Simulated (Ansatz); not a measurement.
# CH4FNO2: the cost of one run

Program: Ansatz 0.2.0. Level of theory: RKS PBE-D4/def2-SVP. These are calculated values, not measurements.

### Step 1. The structure to begin with

Bond lengths: N2–C3 1.292 Å, C3–O4 1.337 Å, C3–O5 1.274 Å, N2–H8 1.004 Å, O4–H9 0.967 Å. Angles: N2–C3–O4 120.2°, N2–C3–O5 121.8°, O4–C3–O5 117.9°, C3–N2–H8 119.8°, C3–O4–H9 109.7°.

As a file:

```xyz
9

H     0.2262   -1.2094    0.9849
N     0.3389   -0.9037   -0.3116
C    -0.0296    0.3262   -0.4545
O    -0.0297    0.8923   -1.6656
O    -0.4031    1.0356    0.5361
H    -0.3263    0.2706    1.5508
F    -0.0925   -0.7909    2.0678
H     0.6314   -1.4339   -1.1128
H    -0.3154    1.8132   -1.5950
```

### Step 2. A restrained relaxation towards end A

Springs on the bonds that form and break draw the guess towards this end; the thresholds are loose.

The input, input.yaml:

```yaml
crystal:
  periodic: [false, false, false]
  atoms:
    - { symbol: H, position_ang: [0.2262, -1.2094, 0.9849] }
    - { symbol: "N", position_ang: [0.3389, -0.9037, -0.3116] }
    - { symbol: C, position_ang: [-0.0296, 0.3262, -0.4545] }
    - { symbol: O, position_ang: [-0.0297, 0.8923, -1.6656] }
    - { symbol: O, position_ang: [-0.4031, 1.0356, 0.5361] }
    - { symbol: H, position_ang: [-0.3263, 0.2706, 1.5508] }
    - { symbol: F, position_ang: [-0.0925, -0.7909, 2.0678] }
    - { symbol: H, position_ang: [0.6314, -1.4339, -1.1128] }
    - { symbol: H, position_ang: [-0.3154, 1.8132, -1.595] }
basis:
  gaussian: { orbitals: def2-SVP }
hamiltonian:
  xc: pbe
  dispersion: d4
relax:
  f_tol: 0.15
  max_steps: 25
  restrain:
    - { distance: [4, 5], at: 2.27, k: 30.0 }
    - { distance: [0, 6], at: 2.18, k: 30.0 }
    - { distance: [1, 0], at: 1.02, k: 30.0 }
    - { distance: [5, 6], at: 0.88, k: 30.0 }
```

Command:

```bash
$ ansatz run input.yaml --threads 2 --pin off --max-ram 3072MiB --backend cpu --events-out ev --progress --plain --runs-dir out
```

What time and memory should one allow on 2 threads of Arm Neoverse V1, shared host?

About 17 s, with a peak of 0.14 GiB.
